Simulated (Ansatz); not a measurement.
## Ansatz (development build ahead of 0.2.0) run

```yaml
crystal:
  periodic: [false, false, false]
  atoms:
    - { symbol: O, position_ang: [0.0, 0.0, 0.60625] }
    - { symbol: H, position_ang: [0.0, 0.0, -0.60625] }
basis:
  gaussian: { orbitals: STO-3G }
magnetization:
  initial_magnetization: 1
hamiltonian:
  xc: hf
correlation:
  method: ccsd_t
  frozen_orbitals: { H: 0, O: 1 }
```

The input is written out in the form of the current development build from the run's settings. Correlation on restricted open-shell orbitals is semicanonical, with singles.

Output:

```yaml
Converged: yes
Reference_energy: -74.33311 hartree
CCSD_correlation_energy: -0.04645 hartree
Triples_correction: 0.00000 hartree
Total_energy: -74.37957 hartree
Spin_squared_of_the_determinant: 0.750
```
